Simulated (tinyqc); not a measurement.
UHF in the sto-6g basis, for NH3+, spin multiplicity 2, step by step. One step of it, computed by the program tinyqc.

Problem. Iteration 2: diagonalisation and new density. Diagonalise F' = X^T F X, C = X C', fill 5 alpha and 4 beta electrons from the bottom; D(s) = C_occ C_occ^T. Each column has its largest component positive (the first on a tie).

extrapolated F(alpha) (hartree):
```
             1N 1s      1N 2s     1N 2px     1N 2py     1N 2pz      2H 1s      3H 1s      4H 1s
1N 1s   -16.127057  -3.894921   0.000002   0.000000   0.002251  -1.122314  -1.123200  -1.123200
1N 2s    -3.894921  -2.457005   0.000034   0.000000   0.024402  -1.175078  -1.175672  -1.175672
1N 2px    0.000002   0.000034  -0.956478   0.000000  -0.000024  -0.657135   0.328404   0.328404
1N 2py    0.000000   0.000000   0.000000  -0.956795   0.000000   0.000000  -0.569324   0.569324
1N 2pz    0.002251   0.024402  -0.000024   0.000000  -0.960405   0.170128   0.170226   0.170226
2H 1s    -1.122314  -1.175078  -0.657135   0.000000   0.170128  -0.938338  -0.434830  -0.434830
3H 1s    -1.123200  -1.175672   0.328404  -0.569324   0.170226  -0.434830  -0.938831  -0.434813
4H 1s    -1.123200  -1.175672   0.328404   0.569324   0.170226  -0.434830  -0.434813  -0.938831
```

extrapolated F(beta) (hartree):
```
             1N 1s      1N 2s     1N 2px     1N 2py     1N 2pz      2H 1s      3H 1s      4H 1s
1N 1s   -16.097567  -3.863049   0.000002   0.000000   0.004306  -1.112554  -1.113433  -1.113433
1N 2s    -3.863049  -2.255720   0.000031   0.000000   0.214883  -1.123083  -1.123641  -1.123641
1N 2px    0.000002   0.000031  -0.893022   0.000000  -0.000051  -0.648740   0.324208   0.324208
1N 2py    0.000000   0.000000   0.000000  -0.893356   0.000000   0.000000  -0.562048   0.562048
1N 2pz    0.004306   0.214883  -0.000051   0.000000  -0.230572   0.181355   0.181475   0.181475
2H 1s    -1.112554  -1.123083  -0.648740   0.000000   0.181355  -0.930475  -0.419542  -0.419542
3H 1s    -1.113433  -1.123641   0.324208  -0.562048   0.181475  -0.419542  -0.930935  -0.419517
4H 1s    -1.113433  -1.123641   0.324208   0.562048   0.181475  -0.419542  -0.419517  -0.930935
```

X:
```
            1N 1s      1N 2s     1N 2px     1N 2py     1N 2pz      2H 1s      3H 1s      4H 1s
1N 1s    1.023729  -0.152316  -0.000002   0.000000   0.006597   0.020872   0.020875   0.020875
1N 2s   -0.152316   1.470751  -0.000061   0.000000  -0.088585  -0.353847  -0.354161  -0.354161
1N 2px  -0.000002  -0.000061   1.183009   0.000000   0.000017  -0.347548   0.173766   0.173766
1N 2py   0.000000   0.000000   0.000000   1.183291   0.000000   0.000000  -0.301248   0.301248
1N 2pz   0.006597  -0.088585   0.000017   0.000000   1.017431   0.069803   0.069880   0.069880
2H 1s    0.020872  -0.353847  -0.347548   0.000000   0.069803   1.290549  -0.057737  -0.057737
3H 1s    0.020875  -0.354161   0.173766  -0.301248   0.069880  -0.057737   1.290874  -0.057761
4H 1s    0.020875  -0.354161   0.173766   0.301248   0.069880  -0.057737  -0.057761   1.290874
```

Give: F' = X^T F X; orbital energies; coefficients C; F' = X^T F X; orbital energies; coefficients C; D(alpha) after iteration 2; D(beta) after iteration 2.

Solution.

F' = X^T F X (alpha) (hartree):
```
         1       2       3       4       5       6       7       8
1  -15.868  -1.917   0.000   0.000   0.013  -0.212  -0.212  -0.212
2   -1.917  -1.296   0.000   0.000  -0.113  -0.515  -0.516  -0.516
3    0.000   0.000  -0.619   0.000   0.000  -0.538   0.269   0.269
4    0.000   0.000   0.000  -0.619   0.000   0.000  -0.466   0.466
5    0.013  -0.113   0.000   0.000  -0.927   0.113   0.113   0.113
6   -0.212  -0.515  -0.538   0.000   0.113  -0.255  -0.090  -0.090
7   -0.212  -0.516   0.269  -0.466   0.113  -0.090  -0.255  -0.090
8   -0.212  -0.516   0.269   0.466   0.113  -0.090  -0.090  -0.255
```

orbital energies (alpha) (hartree): MO1 -16.130, MO2 -1.630, MO3 -1.089, MO4 -1.089, MO5 -0.972, MO6 0.206, MO7 0.304, MO8 0.305

coefficients C (alpha):
```
           MO1     MO2     MO3     MO4     MO5     MO6     MO7     MO8
1N 1s    0.996  -0.230   0.000   0.000  -0.032  -0.164   0.000   0.000
1N 2s    0.021   0.862   0.000   0.000   0.200   1.336   0.002   0.000
1N 2px   0.000   0.000   0.000   0.716   0.000   0.001  -1.033   0.000
1N 2py   0.000   0.000   0.716   0.000   0.000   0.000   0.000   1.034
1N 2pz  -0.002  -0.031   0.000   0.000   0.968  -0.346   0.000   0.000
2H 1s   -0.005   0.097   0.000   0.356  -0.078  -0.760   1.097   0.000
3H 1s   -0.005   0.097   0.308  -0.178  -0.078  -0.758  -0.550  -0.951
4H 1s   -0.005   0.097  -0.308  -0.178  -0.078  -0.758  -0.550   0.951
```

F' = X^T F X (beta) (hartree):
```
         1       2       3       4       5       6       7       8
1  -15.842  -1.913   0.000   0.000  -0.009  -0.211  -0.212  -0.212
2   -1.913  -1.061   0.000   0.000   0.087  -0.507  -0.507  -0.507
3    0.000   0.000  -0.542   0.000   0.000  -0.546   0.273   0.273
4    0.000   0.000   0.000  -0.542   0.000   0.000  -0.473   0.473
5   -0.009   0.087   0.000   0.000  -0.201   0.109   0.109   0.109
6   -0.211  -0.507  -0.546   0.000   0.109  -0.269  -0.089  -0.089
7   -0.212  -0.507   0.273  -0.473   0.109  -0.089  -0.268  -0.090
8   -0.212  -0.507   0.273   0.473   0.109  -0.089  -0.090  -0.268
```

orbital energies (beta) (hartree): MO1 -16.100, MO2 -1.499, MO3 -1.053, MO4 -1.053, MO5 -0.195, MO6 0.243, MO7 0.332, MO8 0.332

coefficients C (beta):
```
           MO1     MO2     MO3     MO4     MO5     MO6     MO7     MO8
1N 1s    0.996  -0.215   0.000   0.000  -0.063  -0.172   0.000   0.000
1N 2s    0.018   0.770   0.000   0.000   0.328   1.367   0.002   0.000
1N 2px   0.000   0.000   0.000   0.681   0.000   0.001  -1.057   0.000
1N 2py   0.000   0.000   0.681   0.000   0.000   0.000   0.000   1.057
1N 2pz  -0.002  -0.138   0.000   0.000   0.951  -0.367  -0.001   0.000
2H 1s   -0.004   0.139   0.000   0.393  -0.076  -0.753   1.085   0.000
3H 1s   -0.004   0.139   0.340  -0.196  -0.076  -0.752  -0.544  -0.941
4H 1s   -0.004   0.139  -0.340  -0.196  -0.076  -0.752  -0.544   0.941
```

D(alpha) after iteration 2:
```
         1N 1s   1N 2s  1N 2px  1N 2py  1N 2pz   2H 1s   3H 1s   4H 1s
1N 1s    1.046  -0.183   0.000   0.000  -0.026  -0.024  -0.024  -0.024
1N 2s   -0.183   0.784   0.000   0.000   0.167   0.068   0.068   0.068
1N 2px   0.000   0.000   0.513   0.000   0.000   0.255  -0.128  -0.128
1N 2py   0.000   0.000   0.000   0.513   0.000   0.000   0.221  -0.221
1N 2pz  -0.026   0.167   0.000   0.000   0.938  -0.078  -0.078  -0.078
2H 1s   -0.024   0.068   0.255   0.000  -0.078   0.142  -0.048  -0.048
3H 1s   -0.024   0.068  -0.128   0.221  -0.078  -0.048   0.142  -0.048
4H 1s   -0.024   0.068  -0.128  -0.221  -0.078  -0.048  -0.048   0.142
```

D(beta) after iteration 2:
```
         1N 1s   1N 2s  1N 2px  1N 2py  1N 2pz   2H 1s   3H 1s   4H 1s
1N 1s    1.039  -0.147   0.000   0.000   0.028  -0.034  -0.034  -0.034
1N 2s   -0.147   0.593   0.000   0.000  -0.106   0.107   0.107   0.107
1N 2px   0.000   0.000   0.464   0.000   0.000   0.267  -0.134  -0.134
1N 2py   0.000   0.000   0.000   0.464   0.000   0.000   0.232  -0.232
1N 2pz   0.028  -0.106   0.000   0.000   0.019  -0.019  -0.019  -0.019
2H 1s   -0.034   0.107   0.267   0.000  -0.019   0.174  -0.058  -0.058
3H 1s   -0.034   0.107  -0.134   0.232  -0.019  -0.058   0.173  -0.058
4H 1s   -0.034   0.107  -0.134  -0.232  -0.019  -0.058  -0.058   0.173
```
